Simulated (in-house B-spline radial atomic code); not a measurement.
## RPA and G0W0 on LC-wPBE: neutral krypton

Configuration [Ar] 3d10 4s2 4p6, mean-field start LC-wPBE. Computed with an all-electron radial atomic-structure program (B-spline basis): all electrons, scalar-relativistic (spin-free one-electron X2C), finite nucleus, each spin shell either full or empty, empty states to l = 9 with an (l + 1/2)⁻⁴ tail; G0W0 by contour deformation at full frequency.

Command:
```bash
python run_gw.py task.json out
```
Settings (radii: box in bohr, nucleus in fm):
```
Z                        36
electrons                36
configuration            [Ar] 3d10 4s2 4p6
hamiltonian              x2c
method                   lc_wpbe
lmax                     9
rms_radius               4.1884
spin_polarised           False
box_radius               40
intervals                73
```

Time taken, with all properties: 3.7 s on 1 thread of Arm Neoverse V1, on a shared host.

Energies (hartree):

| term | value |
| --- | --- |
| mean-field total | -2789.81373 |
| Hartree-Fock functional on these orbitals | -2788.25029 |
| direct second order | -2.9119 |
| second-order exchange | 0.83591 |
| SOSEX correction | 0.7752 |

(1) What is the RPA correlation energy, and what remains with SOSEX?

Quasi-particle levels (eV):

```json
{"level": "4p", "occupied": "yes", "mean field": "-13.612", "Σx - vxc": "-0.50", "Σc": "?", "QP weight": "?", "G0W0": "?"}
```

G0W0 = mean field + (Σx - vxc) + Σc, with Σc (partial-wave tail included) taken at the quasi-particle energy. Only the outer levels were computed. Levels of low weight are left out.

(2) Where does G0W0 put 4p?

## Answers

(1) RPA gives -2.5516 hartree (-1.93 eV per electron); RPA + SOSEX gives -1.7764, and the second-order doubles -2.076 hartree (no singles). SOSEX takes back 30 % of the RPA value.

(2) At -14.507 eV, with Σc = -0.40 eV and a quasi-particle weight of 0.935. The tabulated removal energy is 14.000 eV (NIST, measured); the calculation leaves out spin-orbit coupling, Breit and QED terms, and what these don't explain is the method's own error.
